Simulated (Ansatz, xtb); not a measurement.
**C4H6S: 10 structures ranked**

10 gas-phase structures of C4H6S, from a drawn sample of its isomers (lower ones may exist). Each was relaxed with GFN2-xTB; where two conformers were screened, the lower at r2SCAN-D4/def2-SVP is listed:

A. `C=C(C)C=S`, a singlet
B. `C=CCC=S`, a singlet
C. `CC#CCS`, a singlet
D. `C1=CSCC1`, a singlet
E. `C=CC(C)=S`, a singlet
F. `CCC=C=S`, a singlet
G. `CSC1=CC1`, a singlet
H. `C#CCSC`, a singlet
I. `S=CC1CC1`, a singlet
J. `S[C@]12C[C@H]1C2`, a singlet

**Question.** Make a reasoned guess at their ranking by r2SCAN-D4/def2-SVP single-point energy.

**Answer.** Calculated order at r2SCAN-D4/def2-SVP: D (0.000), A (0.406), E (0.407), F (0.600), I (0.737), B (0.899), C (1.344), J (1.552), H (1.708), G (2.001) eV. Less than 1 kcal/mol parts A and E, so the order within that pair means little.

Energies above the lowest of each column, in eV; the last columns are at B3LYP/def2-SVP geometries and were run for some of them only (a dash: not run or not comparable):

```json
{"structure": "D", "GFN2-xTB": "0.000", "HF/STO-3G": "0.000", "r2SCAN-D4/def2-SVP": "0.000", "B3LYP/def2-SVP": "0.000", "CCSD(T)/def2-SVP + ΔMP2/def2-TZVPP": "0.000"}
{"structure": "A", "GFN2-xTB": "0.822", "HF/STO-3G": "2.109", "r2SCAN-D4/def2-SVP": "0.406", "B3LYP/def2-SVP": "0.304", "CCSD(T)/def2-SVP + ΔMP2/def2-TZVPP": "0.444"}
{"structure": "E", "GFN2-xTB": "0.760", "HF/STO-3G": "2.142", "r2SCAN-D4/def2-SVP": "0.407", "B3LYP/def2-SVP": "0.312", "CCSD(T)/def2-SVP + ΔMP2/def2-TZVPP": "0.450"}
{"structure": "F", "GFN2-xTB": "0.869", "HF/STO-3G": "1.828", "r2SCAN-D4/def2-SVP": "0.600", "B3LYP/def2-SVP": "0.504", "CCSD(T)/def2-SVP + ΔMP2/def2-TZVPP": "0.738"}
{"structure": "I", "GFN2-xTB": "0.765", "HF/STO-3G": "2.073", "r2SCAN-D4/def2-SVP": "0.737", "B3LYP/def2-SVP": "0.751", "CCSD(T)/def2-SVP + ΔMP2/def2-TZVPP": "0.910"}
{"structure": "B", "GFN2-xTB": "1.211", "HF/STO-3G": "2.422", "r2SCAN-D4/def2-SVP": "0.899", "B3LYP/def2-SVP": "0.724", "CCSD(T)/def2-SVP + ΔMP2/def2-TZVPP": "0.818"}
{"structure": "C", "GFN2-xTB": "1.187", "HF/STO-3G": "1.998", "r2SCAN-D4/def2-SVP": "1.344", "B3LYP/def2-SVP": "1.118", "CCSD(T)/def2-SVP + ΔMP2/def2-TZVPP": "1.263"}
{"structure": "J", "GFN2-xTB": "1.585", "HF/STO-3G": "2.580", "r2SCAN-D4/def2-SVP": "1.552", "B3LYP/def2-SVP": "–", "CCSD(T)/def2-SVP + ΔMP2/def2-TZVPP": "–"}
{"structure": "H", "GFN2-xTB": "1.612", "HF/STO-3G": "2.135", "r2SCAN-D4/def2-SVP": "1.708", "B3LYP/def2-SVP": "–", "CCSD(T)/def2-SVP + ΔMP2/def2-TZVPP": "–"}
{"structure": "G", "GFN2-xTB": "2.187", "HF/STO-3G": "2.777", "r2SCAN-D4/def2-SVP": "2.001", "B3LYP/def2-SVP": "–", "CCSD(T)/def2-SVP + ΔMP2/def2-TZVPP": "–"}
```

Every level run on D puts it lowest or level with the lowest. CCSD(T)/def2-SVP + ΔMP2/def2-TZVPP orders those it was run on as D (0.000), A (0.444), E (0.450), F (0.738), B (0.818), I (0.910), C (1.263) eV. Less than 1 kcal/mol parts A and E, so the order within that pair means little. Flexible structures stand in one conformer each, not always the lowest. C keeps a small imaginary mode. Frequencies (B3LYP/def2-SVP) were run for A, B, C, D, E, F, I alone. The ΔMP2 step shifts differences by up to 0.164 eV, which makes them less sure. ΔMP2 is the change of the MP2 energy from the smaller to the larger basis.

Over these structures GFN2-xTB departs from r2SCAN-D4/def2-SVP by 0.173 eV on average once a common shift is removed. A GFN2-xTB relaxation took about 0.065 s and the r2SCAN-D4/def2-SVP energy about 0.98 s on a shared host (Ansatz 0.2.0, xtb 6.7.1).
